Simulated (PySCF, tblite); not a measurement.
# PH3O: deprotonation, part 2 of 2

tblite 0.8.0 and PySCF 2.14.0. Atoms count from 0. Earlier steps stand in the parts before.

### Step 13. Single point (PH3O): wavefunction

Geometry: PBE0-D3(BJ)/ma-def2-SVP.

What the job is given:

```
{"job": {"kind": "sp", "xc": "CCSD(T)", "basis": "ma-def2-TZVP", "grid": 2}, "charge": 0, "multiplicity": 1}
O      1.192820    -0.815281     0.650883
P      0.070142    -0.044762     0.030160
H     -0.872413     0.550849     0.915716
H      0.422817     1.070301    -0.781909
H     -0.795653    -0.756796    -0.848039
```

Level: wavefunction single point, frozen core, gas phase.

Log:

```text
final grid: 39256 points
cycle   1  E = -417.2653852644  dE =  1.244e-01  |g| = 7.360e-01  |ddm| = 1.525e+00
cycle   2  E = -417.3174692714  dE = -5.208e-02  |g| = 6.417e-01  |ddm| = 8.503e-01
cycle   3  E = -417.3932822614  dE = -7.581e-02  |g| = 4.900e-02  |ddm| = 3.893e-01
cycle   4  E = -417.3943509963  dE = -1.069e-03  |g| = 1.354e-02  |ddm| = 5.168e-02
cycle   5  E = -417.3944314074  dE = -8.041e-05  |g| = 3.306e-03  |ddm| = 1.506e-02
cycle   6  E = -417.3944373504  dE = -5.943e-06  |g| = 9.683e-04  |ddm| = 4.624e-03
cycle   7  E = -417.3944380818  dE = -7.314e-07  |g| = 3.326e-04  |ddm| = 1.998e-03
cycle   8  E = -417.3944381637  dE = -8.191e-08  |g| = 5.777e-05  |ddm| = 7.568e-04
cycle   9  E = -417.3944381660  dE = -2.354e-09  |g| = 1.003e-05  |ddm| = 1.225e-04
converged SCF energy = -417.3944381660
E(HF, exact integrals) = -417.3944937018
E(MP2) = -417.7915635330
E(CCSD) = -417.8105906543
E(CCSD(T)) = -417.8265658695
T1 diagnostic = 0.0156
```

Wall time 11 s (1 thread of Intel Xeon at 2.80GHz, shared host); peak memory 0.57 GiB.

### Step 14. Single point (PH₂O−): wavefunction

Geometry: PBE0-D3(BJ)/ma-def2-SVP.

What the job is given:

```
{"job": {"kind": "sp", "xc": "CCSD(T)", "basis": "ma-def2-TZVP", "grid": 2}, "charge": -1, "multiplicity": 1}
O      1.244673    -0.842450     0.552471
P     -0.011679     0.009954     0.183286
H      0.403596     1.000525    -0.844040
H     -0.733575    -0.700863    -0.904643
```

Level: wavefunction single point, frozen core, gas phase.

Log:

```text
final grid: 33880 points
cycle   1  E = -416.6733063774  dE = -9.629e-02  |g| = 7.548e-01  |ddm| = 1.464e+00
cycle   2  E = -416.7058504698  dE = -3.254e-02  |g| = 7.291e-01  |ddm| = 1.072e+00
cycle   3  E = -416.8066737164  dE = -1.008e-01  |g| = 4.499e-02  |ddm| = 4.833e-01
cycle   4  E = -416.8078140674  dE = -1.140e-03  |g| = 1.002e-02  |ddm| = 9.608e-02
cycle   5  E = -416.8078936967  dE = -7.963e-05  |g| = 3.440e-03  |ddm| = 2.870e-02
cycle   6  E = -416.8079024296  dE = -8.733e-06  |g| = 1.127e-03  |ddm| = 1.085e-02
cycle   7  E = -416.8079040907  dE = -1.661e-06  |g| = 4.411e-04  |ddm| = 5.402e-03
cycle   8  E = -416.8079043323  dE = -2.416e-07  |g| = 1.391e-04  |ddm| = 1.959e-03
cycle   9  E = -416.8079043573  dE = -2.499e-08  |g| = 3.733e-05  |ddm| = 6.944e-04
cycle  10  E = -416.8079043588  dE = -1.584e-09  |g| = 1.080e-05  |ddm| = 2.224e-04
converged SCF energy = -416.8079043588
E(HF, exact integrals) = -416.8079575975
E(MP2) = -417.2152293453
E(CCSD) = -417.2318846458
E(CCSD(T)) = -417.2497431475
T1 diagnostic = 0.0171
```

Wall time 8.4 s (1 thread of Intel Xeon at 2.80GHz, shared host); peak memory 0.5 GiB.

### Step 15. Deprotonation: CCSD(T)/ma-def2-TZVP

This step combines the energies above: geometries from PBE0-D3(BJ)/ma-def2-SVP, zero-point and thermal terms from PBE0-D3(BJ)/ma-def2-SVP.

What the job is given:

```
{"job": {"kind": "ac", "geom": {"xc": "PBE0", "basis": "ma-def2-SVP", "d3": "d3bj", "grid": 1}, "hess": 1, "level": {"xc": "CCSD(T)", "basis": "ma-def2-TZVP"}}, "charge": 0, "multiplicity": 1}
O      1.192820    -0.815281     0.650883
P      0.070142    -0.044762     0.030160
H     -0.872413     0.550849     0.915716
H      0.422817     1.070301    -0.781909
H     -0.795653    -0.756796    -0.848039
```

Output (the driver's rows laid out field by field):

```text
deprotonation site by site, CCSD(T)/ma-def2-TZVP // PBE0-D3(BJ)/ma-def2-SVP

row 1
  formula                 H2OP
  charge                  -1
  multiplicity            1
  smiles                  [O-]P
  kept                    yes
  pieces                  1
  point_group             Cs
  atom                    1
  element                 P
  electronic              1514.45
  enthalpy                1486.72
  free_energy             1452.08
  share_gas               1.0
```

Run time: 19 s. Hardware: 1 thread of Intel Xeon at 2.80GHz, shared host; peak memory 0.5 GiB.

Energy needed to remove a proton (kJ/mol, gas phase, 298 K for the thermal columns):

| site | product | electronic | enthalpy | free energy |
| --- | --- | --- | --- | --- |
| P1 | [O-]P | 1514.5 | 1486.7 | 1452.1 |

### Step 16. Single point (PH₃O): wavefunction

Geometry: PBE0-D3(BJ)/ma-def2-SVP.

What the job is given:

```
{"job": {"kind": "sp", "xc": "MP2", "basis": "ma-def2-TZVP", "grid": 2}, "charge": 0, "multiplicity": 1}
O      1.192820    -0.815281     0.650883
P      0.070142    -0.044762     0.030160
H     -0.872413     0.550849     0.915716
H      0.422817     1.070301    -0.781909
H     -0.795653    -0.756796    -0.848039
```

Level: wavefunction single point, frozen core, gas phase.

Log:

```text
final grid: 39256 points
cycle   1  E = -417.2653852644  dE =  1.244e-01  |g| = 7.360e-01  |ddm| = 1.525e+00
cycle   2  E = -417.3174692714  dE = -5.208e-02  |g| = 6.417e-01  |ddm| = 8.503e-01
cycle   3  E = -417.3932822614  dE = -7.581e-02  |g| = 4.900e-02  |ddm| = 3.893e-01
cycle   4  E = -417.3943509963  dE = -1.069e-03  |g| = 1.354e-02  |ddm| = 5.168e-02
cycle   5  E = -417.3944314074  dE = -8.041e-05  |g| = 3.306e-03  |ddm| = 1.506e-02
cycle   6  E = -417.3944373504  dE = -5.943e-06  |g| = 9.683e-04  |ddm| = 4.624e-03
cycle   7  E = -417.3944380818  dE = -7.314e-07  |g| = 3.326e-04  |ddm| = 1.998e-03
cycle   8  E = -417.3944381637  dE = -8.191e-08  |g| = 5.777e-05  |ddm| = 7.568e-04
cycle   9  E = -417.3944381660  dE = -2.354e-09  |g| = 1.003e-05  |ddm| = 1.225e-04
converged SCF energy = -417.3944381660
E(HF, exact integrals) = -417.3944937018
E(MP2) = -417.7915630215
```

It took 1.2 s on 1 thread of Intel Xeon at 2.80GHz, shared host.

### Step 17. Single point (PH2O−): wavefunction

Geometry: PBE0-D3(BJ)/ma-def2-SVP.

What the job is given:

```
{"job": {"kind": "sp", "xc": "MP2", "basis": "ma-def2-TZVP", "grid": 2}, "charge": -1, "multiplicity": 1}
O      1.244673    -0.842450     0.552471
P     -0.011679     0.009954     0.183286
H      0.403596     1.000525    -0.844040
H     -0.733575    -0.700863    -0.904643
```

Method: wavefunction single point, frozen core, gas phase.

Log:

```text
final grid: 33880 points
cycle   1  E = -416.6733063774  dE = -9.629e-02  |g| = 7.548e-01  |ddm| = 1.464e+00
cycle   2  E = -416.7058504698  dE = -3.254e-02  |g| = 7.291e-01  |ddm| = 1.072e+00
cycle   3  E = -416.8066737164  dE = -1.008e-01  |g| = 4.499e-02  |ddm| = 4.833e-01
cycle   4  E = -416.8078140674  dE = -1.140e-03  |g| = 1.002e-02  |ddm| = 9.608e-02
cycle   5  E = -416.8078936967  dE = -7.963e-05  |g| = 3.440e-03  |ddm| = 2.870e-02
cycle   6  E = -416.8079024296  dE = -8.733e-06  |g| = 1.127e-03  |ddm| = 1.085e-02
cycle   7  E = -416.8079040907  dE = -1.661e-06  |g| = 4.411e-04  |ddm| = 5.402e-03
cycle   8  E = -416.8079043323  dE = -2.416e-07  |g| = 1.391e-04  |ddm| = 1.959e-03
cycle   9  E = -416.8079043573  dE = -2.499e-08  |g| = 3.733e-05  |ddm| = 6.944e-04
cycle  10  E = -416.8079043588  dE = -1.584e-09  |g| = 1.080e-05  |ddm| = 2.224e-04
converged SCF energy = -416.8079043588
E(HF, exact integrals) = -416.8079575975
E(MP2) = -417.2152288262
```

It took 0.99 s on 1 thread of Intel Xeon at 2.80GHz, shared host.

### Step 18. Deprotonation: MP2/ma-def2-TZVP

This step combines the energies above: geometries from PBE0-D3(BJ)/ma-def2-SVP, zero-point and thermal terms from PBE0-D3(BJ)/ma-def2-SVP.

What the job is given:

```
{"job": {"kind": "ac", "geom": {"xc": "PBE0", "basis": "ma-def2-SVP", "d3": "d3bj", "grid": 1}, "hess": 1, "level": {"xc": "MP2", "basis": "ma-def2-TZVP"}}, "charge": 0, "multiplicity": 1}
O      1.192820    -0.815281     0.650883
P      0.070142    -0.044762     0.030160
H     -0.872413     0.550849     0.915716
H      0.422817     1.070301    -0.781909
H     -0.795653    -0.756796    -0.848039
```

Output (the driver's rows laid out field by field):

```text
deprotonation site by site, MP2/ma-def2-TZVP // PBE0-D3(BJ)/ma-def2-SVP

row 1
  formula                 H2OP
  charge                  -1
  multiplicity            1
  smiles                  [O-]P
  kept                    yes
  pieces                  1
  point_group             Cs
  atom                    1
  element                 P
  electronic              1513.17
  enthalpy                1485.44
  free_energy             1450.8
  share_gas               1.0
```

Wall time 2.4 s (1 thread of Intel Xeon at 2.80GHz, shared host).

Energy needed to remove a proton (kJ/mol, gas phase, 298 K for the thermal columns):

| site | product | electronic | enthalpy | free energy |
| --- | --- | --- | --- | --- |
| P1 | [O-]P | 1513.2 | 1485.4 | 1450.8 |

### Step 19. Single point (PH₃O): HF/ma-def2-TZVP

Geometry: PBE0-D3(BJ)/ma-def2-SVP.

What the job is given:

```
{"job": {"kind": "sp", "xc": "HF", "basis": "ma-def2-TZVP", "grid": 2}, "charge": 0, "multiplicity": 1}
O      1.192820    -0.815281     0.650883
P      0.070142    -0.044762     0.030160
H     -0.872413     0.550849     0.915716
H      0.422817     1.070301    -0.781909
H     -0.795653    -0.756796    -0.848039
```

Log:

```text
final grid: 39256 points
cycle   1  E = -417.2653852644  dE =  1.244e-01  |g| = 7.360e-01  |ddm| = 1.525e+00
cycle   2  E = -417.3174692714  dE = -5.208e-02  |g| = 6.417e-01  |ddm| = 8.503e-01
cycle   3  E = -417.3932822614  dE = -7.581e-02  |g| = 4.900e-02  |ddm| = 3.893e-01
cycle   4  E = -417.3943509963  dE = -1.069e-03  |g| = 1.354e-02  |ddm| = 5.168e-02
cycle   5  E = -417.3944314074  dE = -8.041e-05  |g| = 3.306e-03  |ddm| = 1.506e-02
cycle   6  E = -417.3944373504  dE = -5.943e-06  |g| = 9.683e-04  |ddm| = 4.624e-03
cycle   7  E = -417.3944380818  dE = -7.314e-07  |g| = 3.326e-04  |ddm| = 1.998e-03
cycle   8  E = -417.3944381637  dE = -8.191e-08  |g| = 5.777e-05  |ddm| = 7.568e-04
cycle   9  E = -417.3944381660  dE = -2.354e-09  |g| = 1.003e-05  |ddm| = 1.225e-04
converged SCF energy = -417.3944381660
```

Run time: 0.33 s. Hardware: 1 thread of Intel Xeon at 2.80GHz, shared host.

### Step 20. Single point (PH2O−): HF/ma-def2-TZVP

Geometry: PBE0-D3(BJ)/ma-def2-SVP.

What the job is given:

```
{"job": {"kind": "sp", "xc": "HF", "basis": "ma-def2-TZVP", "grid": 2}, "charge": -1, "multiplicity": 1}
O      1.244673    -0.842450     0.552471
P     -0.011679     0.009954     0.183286
H      0.403596     1.000525    -0.844040
H     -0.733575    -0.700863    -0.904643
```

Log:

```text
final grid: 33880 points
cycle   1  E = -416.6733063774  dE = -9.629e-02  |g| = 7.548e-01  |ddm| = 1.464e+00
cycle   2  E = -416.7058504698  dE = -3.254e-02  |g| = 7.291e-01  |ddm| = 1.072e+00
cycle   3  E = -416.8066737164  dE = -1.008e-01  |g| = 4.499e-02  |ddm| = 4.833e-01
cycle   4  E = -416.8078140674  dE = -1.140e-03  |g| = 1.002e-02  |ddm| = 9.608e-02
cycle   5  E = -416.8078936967  dE = -7.963e-05  |g| = 3.440e-03  |ddm| = 2.870e-02
cycle   6  E = -416.8079024296  dE = -8.733e-06  |g| = 1.127e-03  |ddm| = 1.085e-02
cycle   7  E = -416.8079040907  dE = -1.661e-06  |g| = 4.411e-04  |ddm| = 5.402e-03
cycle   8  E = -416.8079043323  dE = -2.416e-07  |g| = 1.391e-04  |ddm| = 1.959e-03
cycle   9  E = -416.8079043573  dE = -2.499e-08  |g| = 3.733e-05  |ddm| = 6.944e-04
cycle  10  E = -416.8079043588  dE = -1.584e-09  |g| = 1.080e-05  |ddm| = 2.224e-04
converged SCF energy = -416.8079043588
```

Wall time 0.28 s (1 thread of Intel Xeon at 2.80GHz, shared host).

### Step 21. Deprotonation: HF/ma-def2-TZVP

This step combines the energies above: geometries from PBE0-D3(BJ)/ma-def2-SVP, zero-point and thermal terms from PBE0-D3(BJ)/ma-def2-SVP.

What the job is given:

```
{"job": {"kind": "ac", "geom": {"xc": "PBE0", "basis": "ma-def2-SVP", "d3": "d3bj", "grid": 1}, "hess": 1, "level": {"xc": "HF", "basis": "ma-def2-TZVP"}}, "charge": 0, "multiplicity": 1}
O      1.192820    -0.815281     0.650883
P      0.070142    -0.044762     0.030160
H     -0.872413     0.550849     0.915716
H      0.422817     1.070301    -0.781909
H     -0.795653    -0.756796    -0.848039
```

Output (the driver's rows laid out field by field):

```text
deprotonation site by site, HF/ma-def2-TZVP // PBE0-D3(BJ)/ma-def2-SVP

row 1
  formula                 H2OP
  charge                  -1
  multiplicity            1
  smiles                  [O-]P
  kept                    yes
  pieces                  1
  point_group             Cs
  atom                    1
  element                 P
  electronic              1539.94
  enthalpy                1512.21
  free_energy             1477.58
  share_gas               1.0
```

It took 0.72 s on 1 thread of Intel Xeon at 2.80GHz, shared host.

Energy needed to remove a proton (kJ/mol, gas phase, 298 K for the thermal columns):

| site | product | electronic | enthalpy | free energy |
| --- | --- | --- | --- | --- |
| P1 | [O-]P | 1539.9 | 1512.2 | 1477.6 |

### Step 22. What came out

What follows sums up all 2 parts.

```
                                           quantity                     value
          strongest single infrared mode (GFN2-xTB)     1323 cm⁻¹, 253 km/mol
                       zero-point energy (GFN2-xTB)             19.0 kcal/mol
                                        point group                       C3v
               rotational constants (main isotopes)  103.87, 16.93, 16.93 GHz
ΔH of deprotonation, P1 (wB97X-D3(BJ)/ma-def2-TZVP)             1493.5 kJ/mol
     ΔH of deprotonation, P1 (CCSD(T)/ma-def2-TZVP)             1486.7 kJ/mol
         ΔH of deprotonation, P1 (MP2/ma-def2-TZVP)             1485.4 kJ/mol
          ΔH of deprotonation, P1 (HF/ma-def2-TZVP)             1512.2 kJ/mol
```

What this shows: All 9 modes are real, so the xTB geometry is a minimum. The strongest single mode, at 1323 cm⁻¹, moves mainly O0 and P1. GFN2-xTB is a fitted tight-binding method: band positions and strengths are rough. Its intensities can rank the bands wrongly. The optimisation took 3 steps and gained 0.131 eV; among the close pairs (by a distance rule), O0–P1 changed most, from 1.453 to 1.496 Å (PBE0/ma-def2-SVP). The ΔH of deprotonation at P1 is 1493.5 kJ/mol at wB97X-D3(BJ)/ma-def2-TZVP; zero-point and thermal terms move it by -27.8 kJ/mol from the electronic value.
